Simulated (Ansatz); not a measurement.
## Scan of [H···H···GeH3], doublet

Starting geometry:

```yaml
atoms:
  - { symbol: H, position_ang: [-2.5984, 0.0000, 0.0000] }
  - { symbol: H, position_ang: [-1.8534, 0.0000, 0.0000] }
  - { symbol: Ge, position_ang: [0.0406, 0.0000, 0.0000] }
  - { symbol: H, position_ang: [0.5092, -1.4659, 0.0000] }
  - { symbol: H, position_ang: [0.5092, 0.7330, -1.2695] }
  - { symbol: H, position_ang: [0.5092, 0.7330, 1.2695] }
```

From there H2 is moved from one fragment to the other while all else, the fragments' distance too, stays fixed; atoms are numbered as listed. Energies are in eV, counted from the starting geometry at the same level.

Basis cc-pVTZ; Ansatz 0.2.0. Only valence electrons are correlated (noble-gas cores and the filled d shells of p-block atoms frozen). R marks a restricted (for open shells ROHF) determinant, U an unrestricted one. No spin–orbit coupling is included, and no scalar relativity.

Full CI isn't at hand for all of this; UCCSDT(Q) serves as the reference, and is uncertain by about the last step of the cluster series. The frozen core follows each run's orbitals, which can shift R against U totals by a few meV for light atoms and by up to 0.1 eV past Ca.

```
distance H1-H2 (Å)    RHF
             0.745  0.000
             0.797  0.065
             0.901  0.269
             1.005  0.374
             1.109  0.379
```

**Question.** Estimate the UCCSDT(Q) curve in cc-pVTZ from this one, knowing how RHF errs.

**Answer.** The computed UCCSDT(Q) values, in eV from the starting point, and the error of RHF against them:
```csv
distance H1-H2 (Å),UCCSDT(Q),RHF less UCCSDT(Q)
0.745,0.000,0.000
0.797,0.022,0.043
0.901,0.166,0.103
1.005,0.327,0.047
1.109,0.481,-0.102
```

The error spans 0.205 eV and is largest, 0.103 eV, at 0.901 Å.
